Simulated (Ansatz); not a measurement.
`NC1=CN1`. The species carries charge 0 and has multiplicity 1.

| atom | x (Å) | y (Å) | z (Å) |
| --- | --- | --- | --- |
| N1 | -0.0897 | -0.9970 | 0.9300 |
| C2 | 0.0881 | -0.0047 | 0.0575 |
| C3 | 0.6642 | 1.0453 | -0.4348 |
| N4 | -0.6262 | 0.4356 | -1.0883 |
| H5 | -0.9284 | -1.5436 | 0.8379 |
| H6 | 0.3025 | -0.9135 | 1.8522 |
| H7 | 0.9156 | 2.0718 | -0.2461 |
| H8 | -0.3262 | -0.0939 | -1.9085 |

Task: List the harmonic frequencies (cm⁻¹, unscaled) at PBE0-D4/def2-TZVP in Ansatz. (Estimate.)

Result: The calculation gave: 204, 379, 402, 443, 513, 652, 928, 1003, 1102, 1165, 1247, 1373, 1625, 1923, 3326, 3382, 3607, 3725.

Task: Is this a minimum?

Result: Yes, all 18 modes are real.

Task: Give the ideal-gas thermochemistry at 298.15 K and 1 bar (rigid rotor, harmonic oscillator; point group C1, symmetry number 1).

Result: Zero-point energy 161.5 kJ/mol; H(298) − E = 176.6 kJ/mol; entropy 282.9 J/(mol·K), of which translation 159.1, rotation 97.5, vibration 26.3; G(298) − E = 92.2 kJ/mol.

Task: And at 400, 500, 600, 800 and 1000 K?

Result: 
```json
{"T (K)": "400", "H − E (kJ/mol)": "185.0", "S (J/mol/K)": "307.1", "G − E (kJ/mol)": "62.2"}
{"T (K)": "500", "H − E (kJ/mol)": "194.6", "S (J/mol/K)": "328.5", "G − E (kJ/mol)": "30.4"}
{"T (K)": "600", "H − E (kJ/mol)": "205.3", "S (J/mol/K)": "347.9", "G − E (kJ/mol)": "-3.5"}
{"T (K)": "800", "H − E (kJ/mol)": "229.1", "S (J/mol/K)": "382.1", "G − E (kJ/mol)": "-76.6"}
{"T (K)": "1000", "H − E (kJ/mol)": "255.5", "S (J/mol/K)": "411.5", "G − E (kJ/mol)": "-156.0"}
```
